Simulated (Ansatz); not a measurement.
hcp Tl was calculated with PBEsol-D3(BJ) in Ansatz (PAW).

Run with plane-wave cutoff 520 eV, 18×18×10 k mesh (along the axes of the cell as run), Fermi–Dirac smearing 0.05 eV, scalar-relativistic PAW data made under PBE.

Computed at the level's own relaxed cell.

### Question
Estimate the lattice constant a, bulk modulus, c axis length and volume per atom that the calculation returns.

### Answer

lattice constant a: 3.389 Å
bulk modulus: 44.2 GPa
c axis length: 5.425 Å
volume per atom: 26.98 Å³/atom

The run finds no gap.

Measured, for comparison: lattice constant a 3.457 Å, lattice parameter c 5.525 Å (293 K, not corrected to a static lattice; as tabulated in Wikipedia's data pages); bulk modulus 37.4 GPa (copied from a table, unchecked, extrapolated to 0 K and zero-point effects removed; as tabulated in Lejaeghere et al. (2013), arXiv:1204.2733). Computed (rounded) less measured: lattice constant a -2.0 %, bulk modulus not scored (unchecked), lattice parameter c -1.8 %. A static lattice is as a rule a little smaller and stiffer than an uncorrected measurement, which narrows the difference in the lattice constant a, lattice parameter c and would widen misses of the other sign.

Note: the bulk modulus comes from volumes at which shape and atoms were relaxed.

Spin–orbit coupling is not included; it can shift volumes and moduli of such heavy elements.

The computed numbers hold no vibrational or temperature effects.

Computing time: roughly 5 core-minutes.

Ansatz is a first-principles code.
